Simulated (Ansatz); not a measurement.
Relaxation of AlH3 (4 atoms, charge 0, multiplicity 1), to a largest force component of 0.02 eV/Å in at most 40 steps.

Method: RKS r2SCANh-D4/def2-SVP (Ansatz 0.2.0).

```xyz
4
Properties=species:S:1:pos:R:3
Al 0.000 0.000 0.000
H 0.000 0.000 1.560
H 1.351 0.000 -0.780
H -1.351 0.000 -0.780
```

Q: Where does it end, and by what steps?

A: The forces met the threshold. After 2 steps the energy has fallen by 0.015 eV; H2 moved furthest, 0.03 Å.

```tsv
step	energy less start (eV)	largest force component (eV/Å)	accepted
0	0.0000	0.392	yes
1	-0.0149	0.064	yes
2	-0.0153	0.000	yes
```

```xyz
4
Properties=species:S:1:pos:R:3
Al 0.000 0.000 0.000
H 0.000 0.000 1.587
H 1.374 0.000 -0.793
H -1.374 0.000 -0.793
```

The run took 3.1 s on 1 thread of Arm Neoverse V2, on a shared host, peak memory 0.089 GiB.
